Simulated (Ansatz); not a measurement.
1T (CdI2-type) SnSe2 was calculated with PBE0 (PAW; Ansatz, a first-principles code).

Total energies, extrapolated to zero smearing (they compare only within this program, potentials and cutoff):

```csv
system,energy (eV/atom)
"1T (CdI2-type) SnSe2, relaxed",-5656.5459
white tin (β-Sn),-6027.4626
trigonal Se,-5470.4237
```

Work out the formation enthalpy per atom.

ΔH_f ≈ ΔE = -5656.5459 − [1 × (-6027.4626) + 2 × (-5470.4237)]/3 = -0.443 eV/atom (0 K, no vibrations). The reference value is -0.43 eV/atom (measured, 298 K, no zero-point or thermal correction; as tabulated in Zhang et al. (2018), doi:10.1038/s41524-018-0065-z), a difference of -0.013 eV/atom.

Spin–orbit coupling, which matters for such heavy atoms, is left out.

The PAW data were made under PBE.

Note: the cell comes from a level without a dispersion term, which matters for the spacing of layers, chains or molecules.
